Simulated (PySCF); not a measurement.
Energy landscape of H₂S, singlet: symmetric bend, bond length relaxed. Scanned: H-S-H angle. Other coordinates (S-H bond length) were minimised at PBE0/def2-TZVP.

- MP2 on RHF/cc-pVTZ, 5 core orbitals frozen (PySCF)
- CCSD(T) on RHF/cc-pVTZ, 5 core orbitals frozen (PySCF)

Energies relative to the lowest point of each profile, in kJ/mol:

```csv
a / °,MP2
180,291.9
170,278.1
160,240.8
150,190.8
140,138.3
130,90.2
120,50.2
110,20.9
100,3.8
90,0.0
70,34.0
60,70.8
```

Task: What does CCSD(T) give at the same points?

Result: 180: 292.2; 170: 277.6; 160: 239.2; 150: 188.9; 140: 136.7; 130: 89.1; 120: 49.6; 110: 20.5; 100: 3.7; 90: 0.0; 70: 34.5; 60: 72.3 (kJ/mol).
